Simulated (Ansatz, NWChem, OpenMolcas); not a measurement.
# Strength of the C–H bond: CH4O → CH3O + H

Species: CH4O (methanol) `CO`, singlet; CH3O (hydroxymethyl radical) `[CH2]O`, doublet; H atom, doublet. 

Shapes, held fixed at every level: PBE0-D4/def2-TZVP. Flexible molecules stand in one conformer, not always the lowest. Programs: Ansatz 0.2.0, NWChem 7.3.0, OpenMolcas 26.06. A level may come from different programs for different species; with the same settings they agree closely. The zero-point and thermal change to 298 K, harmonic and unscaled (5/2 RT less the spin-orbit lowering for atoms, PBE0-D4/def2-TZVP), is -30.5 kJ/mol.

**The experiment to reproduce.** Tabulated heats of formation (Active Thermochemical Tables, tabulated atomic heats): CH4O -200.7 (ATcT); CH3O -16.1 (ATcT); H +218.0 (atomic table) kJ/mol, which give ΔH(298 K) = +402.6 kJ/mol.

```json
{"level": "PBE0/def2-SVP", "kind": "global hybrid", "ΔH (kJ/mol)": "+379.9", "computed − measured": "-22.7"}
{"level": "B3LYP/6-31G* (Cartesian functions)", "kind": "global hybrid", "ΔH (kJ/mol)": "+395.5", "computed − measured": "-7.0"}
{"level": "B3LYP-D4/def2-TZVPP", "kind": "global hybrid", "ΔH (kJ/mol)": "+391.3", "computed − measured": "-11.3"}
{"level": "BHLYP-D4/def2-TZVPP", "kind": "global hybrid", "ΔH (kJ/mol)": "+389.4", "computed − measured": "-13.2"}
{"level": "MP2/def2-SVP", "kind": "perturbation theory", "ΔH (kJ/mol)": "+380.3", "computed − measured": "-22.3"}
{"level": "MP2/def2-TZVPP", "kind": "perturbation theory", "ΔH (kJ/mol)": "+395.3", "computed − measured": "-7.3"}
{"level": "CCSD(T)/def2-TZVPP", "kind": "coupled cluster or CI", "ΔH (kJ/mol)": "+397.6", "computed − measured": "-5.0"}
{"level": "CCSD(T)/CBS estimate", "kind": "coupled cluster or CI", "ΔH (kJ/mol)": "+404.8", "computed − measured": "+2.2"}
```

Nearest: CCSD(T)/CBS estimate (+2.2); farthest: PBE0/def2-SVP (-22.7). 4 of 8 levels lie within 10 kJ/mol. Electron pairs are made or broken, so correlation matters. Open shells run unrestricted. The CBS estimate extrapolates MP2 from def2-TZVPP and def2-QZVPP and adds CCSD(T) − MP2 in the triple-zeta set, cores frozen.
